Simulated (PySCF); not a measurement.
Simulated outer-valence photoelectron spectrum of glycolamide (`NC(=O)CO`). Computed with EOM-IP-CCSD/aug-cc-pVDZ in PySCF, restricted Hartree–Fock reference, 5 core orbitals frozen, non-relativistic, gas phase, PBE0-D3(BJ)/def2-SVP geometry.

Each root has a Gaussian of 0.6 eV full width with its one-hole share as area; cross sections and vibrations are left out, and the highest printed point is 100.

```csv
ionisation energy (eV),intensity
9.6,0
9.8,4
10.0,22
10.2,63
10.4,100
10.6,99
10.8,77
11.0,57
11.2,32
11.4,11
11.6,2
11.8,0
12.0,1
12.2,7
12.4,24
12.6,45
12.8,46
13.0,25
13.2,8
13.4,5
13.6,16
13.8,38
14.0,48
14.2,34
14.4,22
14.6,31
14.8,48
15.0,42
15.2,20
15.4,5
15.6,2
15.8,7
16.0,28
16.2,63
16.4,86
16.6,73
16.8,37
17.0,11
17.2,2
17.4,0
```

Problem. Where are the maxima, and how many lines lie under the curve?

Solution. 5 maxima, at 10.5, 12.7, 14.0, 14.9 and 16.4 eV, from 8 lines. At this width some lines have no maximum of their own.

Problem. List the lines with their holes.

Solution. 
```csv
E (eV),leading hole (HF orbital),area,Koopmans (eV)
10.41,HOMO,0.95,11.77
10.48,HOMO-1,0.95,12.24
10.95,HOMO-2,0.95,12.37
12.71,HOMO-3,0.95,14.46
13.98,HOMO-4,0.93,15.44
14.86,HOMO-5,0.95,16.57
16.31,HOMO-6,0.95,17.93
16.55,HOMO-7,0.94,18.03
```

The widest gap, 1.76 eV, lies between 10.95 and 12.71 eV. Only orbitals with −ε under 21 eV, eight at most, were ionised, so the high end of the curve may lack lines.

Conformer computed: `[NH2:1][C:2](=[O:3])[CH2:4][OH:5]`: N1–C2–C4–O5 -179°, H–N1–C2–O3 180°, H–N1–C2–O3 0°, H–O5–C4–C2 -1°.

One conformer stands for the species.
